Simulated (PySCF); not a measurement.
One of the candidates below gave these computed data.

- Polarisability: 77.4 au [CAM-B3LYP/def2-SVPD]
- UV, strongest line: among the 8 lowest singlet transitions: S3 at 6.53 eV (190 nm, f = 0.176) [TDDFT CAM-B3LYP/def2-SVPD]
- Rotational structure: rotational constants A, B, C: 4.551, 1.727, 1.491 GHz [GFN2-xTB]
- Triplet: lowest triplet excitation (Tamm–Dancoff): 3.74 eV [TDA CAM-B3LYP/def2-SVPD]
- UV, first state: lowest singlet excitation: 4.29 eV (289 nm, f = 0.000) [TDDFT CAM-B3LYP/def2-SVPD]
- Dipole: 3.20 D [CAM-B3LYP/def2-SVPD]

The electronic properties come from PySCF, for the isolated species, density fitting. Levels stand in brackets. One conformer (not necessarily the lowest) at the GFN2-xTB geometry, without solvent, vibrations or thermal averaging.

Problem. Which candidate is it?
A. `C=C(C)c1ccoc1`
B. `O=C[C@@]12C=CC[C@@H]1C2`
C. `COc1ccccc1`
D. `C=CCc1ccoc1`

Solution. B. It is `O=C[C@@]12C=CC[C@@H]1C2`. Numbering: `[O:1]=[CH:2][C@@:3]12[CH:4]=[CH:5][CH2:6][C@@H:7]1[CH2:8]2`. Its formula, C7H8O, gives 4 degrees of unsaturation: 2 rings and 2 π bonds in the structure found. The optimised geometry has point group C1 and is an asymmetric top.

The others, at the same levels:
- `C=CCc1ccoc1` fails: its computed lowest singlet excitation is 6.13 eV (202 nm, f = 0.122) (against 4.29 eV), lowest triplet excitation (Tamm–Dancoff) is 4.03 eV (against 3.74 eV) and strongest line among the 8 lowest singlet transitions is S6 at 7.31 eV (170 nm, f = 0.235) (against S3 at 6.53 eV).
- `C=C(C)c1ccoc1` fails: its computed lowest singlet excitation is 5.67 eV (219 nm, f = 0.303) (against 4.29 eV), lowest triplet excitation (Tamm–Dancoff) is 3.47 eV (against 3.74 eV) and static isotropic polarisability is 84.2 au (against 77.4 au).
- `COc1ccccc1` fails: its computed lowest singlet excitation is 5.26 eV (236 nm, f = 0.031) (against 4.29 eV), lowest triplet excitation (Tamm–Dancoff) is 4.08 eV (against 3.74 eV) and strongest line among the 8 lowest singlet transitions is S5 at 7.02 eV (177 nm, f = 0.684) (against S3 at 6.53 eV).

Each candidate is one conformer, not necessarily the lowest. Dipoles, sizes and rotational constants follow the conformer. The torsions of the flexible species, by atom-mapped SMILES:
- `[CH2:1]=[CH:2][CH2:3][c:4]1[cH:5][cH:6][o:7][cH:8]1`: C1–C2–C3–C4 121°, C2–C3–C4–C5 -76°
- `[CH2:1]=[C:2]([CH3:3])[c:4]1[cH:5][cH:6][o:7][cH:8]1`: C1–C2–C4–C5 0°
- `[CH3:1][O:2][c:3]1[cH:4][cH:5][cH:6][cH:7][cH:8]1`: C1–O2–C3–C4 180°

The conformers of `O=C[C@@]12C=CC[C@@H]1C2` aren't listed.
